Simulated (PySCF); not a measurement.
## Lithium: a sound run and one with changed settings

Sound run: Li [He] 2s1, Li⁺ 1s2. Computed with PySCF 2.14 in cc-pVDZ-DK, with the spin-free X2C one-electron Hamiltonian (Gaussian nucleus). The sound run starts from symmetry-adapted Hartree-Fock orbitals and uses a fine grid where one is needed.

Changed run: 26 angular points. This setting is unsound on purpose.

```json
{"species": "Li", "method": "UHF", "sound run (hartree)": "-7.43309", "changed run (hartree)": "-7.43309", "converged": "yes"}
{"species": "Li", "method": "MN15", "sound run (hartree)": "-7.48483", "changed run (hartree)": "-7.48483", "converged": "yes"}
{"species": "Li", "method": "TPSS", "sound run (hartree)": "-7.48876", "changed run (hartree)": "-7.48876", "converged": "yes"}
{"species": "Li⁺", "method": "UHF", "sound run (hartree)": "-7.23678", "changed run (hartree)": "-7.23678", "converged": "yes"}
{"species": "Li⁺", "method": "MN15", "sound run (hartree)": "-7.29918", "changed run (hartree)": "-7.29918", "converged": "yes"}
{"species": "Li⁺", "method": "TPSS", "sound run (hartree)": "-7.28672", "changed run (hartree)": "-7.28672", "converged": "yes"}
```

Ionisation energy of Li:

```tsv
method	sound run (eV)	changed run (eV)
UHF	5.342	5.342
MN15	5.052	5.052
TPSS	5.498	5.498
```

Here the setting changes nothing at the digits shown.

For comparison, NIST gives 5.392 eV between the lowest levels.
